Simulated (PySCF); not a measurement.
Species: Si₂H₄ (triplet state).
Z-matrix (Å and degrees, GFN2-xTB geometry), rows numbered from 1:
```
Si
Si  1  2.2540
H   1  1.4739  2  128.95
H   2  1.4739  1  115.39  3    61.11
H   2  1.4735  1  115.42  3   -61.12
H   2  1.4668  1  105.46  3   179.95
```

Computed geometry: GFN2-xTB, gas phase. This method treats the open shell by occupation alone, without spin polarisation.

Take the most abundant isotopes and a rigid rotor. 

Give the principal moments of inertia and the rotational constants in GHz.

Ia = 6.83, Ib = 86.53, Ic = 87.88 u·Å²; 505379 MHz·u·Å²/I gives 74042, 5840 and 5751 MHz, that is A = 74.042, B = 5.8404, C = 5.7507 GHz.

Classify the top.

A near-prolate asymmetric top; Ray's κ = -0.997.

Is it planar, by Δ = Ic − Ia − Ib?

Not planar: Δ = Ic − Ia − Ib = -5.48 u·Å². For a rigid frame Δ = −2 Σ m c², so Σ m c² = 2.74 u·Å² lies off the ab plane, practically all of it from hydrogen. The atom farthest from that plane is 1.17 Å away.

Where do the levels up to J = 3 lie, in K?

Above 0(0,0), as E/k:
J = 1: 1(0,1) 0.556, 1(1,1) 3.829, 1(1,0) 3.834
J = 2: 2(0,2) 1.669, 2(1,2) 4.938, 2(1,1) 4.951, 2(2,1) 14.770, 2(2,0) 14.770
J = 3: 3(0,3) 3.338, 3(1,3) 6.600, 3(1,2) 6.626, 3(2,2) 16.439, 3(2,1) 16.439, 3(3,1) 32.816, 3(3,0) 32.816
Those of J = 1 are B + C, A + C and A + B.

For this open shell read J as N, the rotation without spin; fine and hyperfine splittings come on top. Not checked by GFN2-xTB frequencies. This triplet need not be the ground state; the singlet was not compared here. No vibrational averaging or centrifugal distortion is included, and the geometry carries the error of its method.
